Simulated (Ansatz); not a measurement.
Basis-set extrapolation for C$_{2}$H$_{3}$NO$_{2}$ (`N#COCO`) (PBE0-D4/def2-TZVP geometry, frozen core, Ansatz). Multiplicity 1, RHF reference.

|  | def2-TZVPP | def2-QZVPP |
| --- | --- | --- |
| HF | -281.733969 | -281.746318 |
| MP2 correlation | -0.973218 | -1.044770 |
| CCSD(T) correlation | -1.026659 | not run |

Energies in hartree. Use E(X) = E(∞) + A·exp(−7.88·√X) for Hartree–Fock and E(X) = E(∞) + B·X^(−2.97) for correlation, with X = 3 and 4, and add CCSD(T) minus MP2 of the smaller set to the MP2 limit.

Question: What is the CCSD(T) energy at the basis-set limit?

Answer: HF limit: -281.746318 + (-0.012349) × 0.13774 = -281.74802. MP2 limit: -1.044770 + (-0.071552) × 0.74074 = -1.09777. Higher-order term: -1.026659 − (-0.973218) = -0.05344. Total: -282.89923 hartree, 363.9 kJ/mol below CCSD(T)/def2-TZVPP.
